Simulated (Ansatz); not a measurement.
A nudged elastic band was laid between two geometries of C₂H₂NO (6 atoms, charge 0, multiplicity 2).

The calculation used UKS r2SCAN/def2-SVP (Ansatz).

| Item | Value |
| --- | --- |
| movable images | 7 |
| climbing image | yes |
| spring | 5.0 eV/Å² |
| optimiser | quadratic models (default) |
| start path | through a guess of the saddle point |
| force threshold | 0.05 eV/Å |
| iteration limit | 60 |
| end points | relaxed |

Image 0:

```xyz
6
Properties=species:S:1:pos:R:3
O -0.697 -0.879 -1.328
C -0.556 0.006 -0.526
C 0.552 -0.020 0.513
N 0.702 0.898 1.347
H -1.215 0.907 -0.478
H 1.212 -0.913 0.471
```

Image 8:

```xyz
6
Properties=species:S:1:pos:R:3
O -1.187 -0.911 -1.306
C -0.781 0.073 -0.673
C 0.277 -0.004 0.252
N 0.923 -0.165 1.270
H -1.181 1.106 -0.819
H 1.948 -0.100 1.276
```

(1) Which bonds break or form, and what moves?

(2) What energy profile does the band end with?

(3) What is the geometry of the highest image?

Results:

(1) Bonds broken: C3–H6. Bonds formed: N4–H6.

(2) The forces met the threshold. The highest image is number 4 of 0 to 8, 44.6 kcal/mol above the first end and 44.0 kcal/mol above the last; the last end lies 0.6 kcal/mol above the first. Neighbouring images differ by up to 1.6 eV, so the band resolves the path poorly. A vibrational analysis at the climbing image gives one clearly imaginary mode, 1892i cm⁻¹: a first-order saddle point.

```
image  path coordinate (Å)  energy (kcal/mol)  C3–H6 (Å)  N4–H6 (Å)
    0                 0.00                0.0       1.11       2.08
    1                 0.57                1.5       1.11       2.07
    2                 1.14                4.3       1.11       2.07
    3                 1.71                8.3       1.11       1.93
    4                 2.28               44.6       1.22       1.31
    5                 2.58               22.0       1.49       1.08
    6                 2.87                5.1       1.79       1.03
    7                 3.17                1.4       1.93       1.03
    8                 3.47                0.6       1.96       1.03
```

(3) 
```xyz
6
Properties=species:S:1:pos:R:3
O -0.992 -0.942 -1.245
C -0.641 0.051 -0.631
C 0.321 -0.017 0.478
N 0.680 -0.188 1.659
H -0.890 1.095 -0.938
H 1.521 0.001 0.677
```

The run took 11 min on 2 threads of Arm Neoverse V1 (shared host), peak memory 0.17 GiB.
